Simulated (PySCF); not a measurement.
# C2H3NO: the cost of one run

The runs use PySCF 2.14.0, with density-fitted response routines of our own; the level of theory stands in each step. All values are computed, except where a source is named. Atoms are numbered from 0 throughout.

## (1) The starting structure

7 atoms, charge 0, multiplicity 1; geometry from: GFN2-xTB. The atoms were then displaced at random by about 0.01 Å, so the start is not that level's minimum.

Bonds of the start (Å): C0–N1 1.26, N1–C2 1.36, C2–O3 1.17, C0–H4 1.05, C0–H5 1.12, C2–H6 1.10.

## (2) Geometry optimisation at PBE0-D3(BJ)/def2-SVP

What the job is given:

```
{"job": {"xc": "PBE0", "basis": "def2-SVP", "d3": "d3bj", "grid": 1, "shake": 0.01, "kind": "geom"}, "charge": 0, "multiplicity": 1}
C      1.211600     0.152740     0.260230
N      0.095660    -0.416090     0.374060
C     -1.217320    -0.201580     0.097420
O     -1.974600     0.330820     0.814930
H      2.088240    -0.324780     0.587690
H      1.297710     1.173050    -0.189020
H     -1.467340    -0.743250    -0.824280
```

Launch:

```sh
$ OMP_NUM_THREADS=1 python probes_run.py task.json out
```

This one command runs all jobs of the session in turn.

**Question.** How long does this first job take on 1 thread of Intel Xeon Platinum 8488C, shared host, and how much memory does it need?

About 15 s, with a peak of 0.31 GiB.
